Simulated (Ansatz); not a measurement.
Stepwise reaction of `S[SiH2]S` with water, as a gas-phase model of exchange steps in deposition or etching. ΔE in kJ/mol; ΔG adds harmonic PBE0-D4 terms to CCSD(T)/CBS, at 1 bar.

Gas-phase electronic energies from Ansatz, PBE0-D4/def2-TZVP geometries. CCSD(T)/CBS is the MP2 limit (def2-TZVPP, def2-QZVPP) plus CCSD(T) − MP2 in def2-TZVPP, frozen cores. This one scheme is used for every species. Functionals use def2-TZVPP. B3LYP here is the variant with VWN-RPA as its local correlation; programs differ in this. One conformer a species, not always the lowest.

```json
{"step": "1", "reaction": "`S[SiH2]S` + H₂O → `O[SiH2]S` + H₂S", "PBE-D4": "-30.9", "B3LYP-D4": "-43.2", "ωB97M-V": "-43.3", "CCSD(T)/CBS": "-38.4", "ΔG(400 K)": "-42.7"}
{"step": "2", "reaction": "`O[SiH2]S` + H₂O → `O[SiH2]O` + H₂S", "PBE-D4": "-30.8", "B3LYP-D4": "-44.2", "ωB97M-V": "-44.2", "CCSD(T)/CBS": "-40.8", "ΔG(400 K)": "-44.4"}
```

Q: By hand: ΔE of the 2 steps together at CCSD(T)/CBS.

A: (-38.4) + (-40.8) = -79.2 kJ/mol, or -39.6 kJ/mol a step.

In ΔE the steps differ by no more than 2.4 kJ/mol. All are downhill at CCSD(T)/CBS. ΔG lies between -44.4 and -42.7 kJ/mol a step. PBE-D4 differs from CCSD(T)/CBS by 7.5 to 10.0 kJ/mol a step. Isolated molecules leave out the surface, adducts and barriers. Largest T1 diagnostic: 0.011.
